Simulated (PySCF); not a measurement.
Compound: C5H10.
Numbering: `[CH3:1][CH2:2][CH:3]1[CH2:4][CH2:5]1` (hydrogens: H6, H7, H8 on C1; H9, H10 on C2; H11 on C3; H12, H13 on C4; H14, H15 on C5)

Structure used (PBE0-D3(BJ)/def2-TZVP), in Å, numbered top down from 1:
```xyz
15
C5H10 angstrom
C     -1.9948   -0.0541    0.1182
C     -0.7159    0.7148   -0.1717
C      0.4415   -0.1859   -0.5032
C      1.2464   -0.7984    0.6011
C      1.8469    0.2681   -0.2671
H     -2.8207    0.6181    0.3617
H     -2.2964   -0.6531   -0.7454
H     -1.8556   -0.7373    0.9599
H     -0.8825    1.4150   -0.9981
H     -0.4474    1.3271    0.6970
H      0.2880   -0.8137   -1.3768
H      1.6032   -1.8143    0.4867
H      0.9827   -0.5296    1.6178
H      2.6116   -0.0208   -0.9772
H      1.9884    1.2508    0.1675
```

Computed with PySCF at wB97X-D/pcSseg-2, non-relativistic, on one gas-phase PBE0-D3(BJ)/def2-TZVP geometry that isn't relaxed in the solvent. The solvent is an IEF-PCM continuum (cavity from Bondi-type radii × 1.2). Specific hydrogen bonds and non-electrostatic terms are outside this model.

Gas phase at wB97X-D/pcSseg-2: HOMO -9.76 eV, LUMO 2.49 eV, dipole 0.13 D.

Q: What does the continuum do to the energy, the frontier levels and the dipole at wB97X-D/pcSseg-2 in chloroform?

A: 
```tsv
solvent	ε	E(solvent) − E(gas) (kcal/mol)	polarisation term (kcal/mol)	distortion of the solute (kcal/mol)	HOMO (eV)	LUMO (eV)	dipole (D)
chloroform	4.711	-0.91	-0.95	0.04	-9.70	2.60	0.16
```

The first energy column is the sum of the next two and covers electrostatics alone.

Note: wB97X-D ran without an empirical dispersion term, which enters the total energy and its gradient alone.
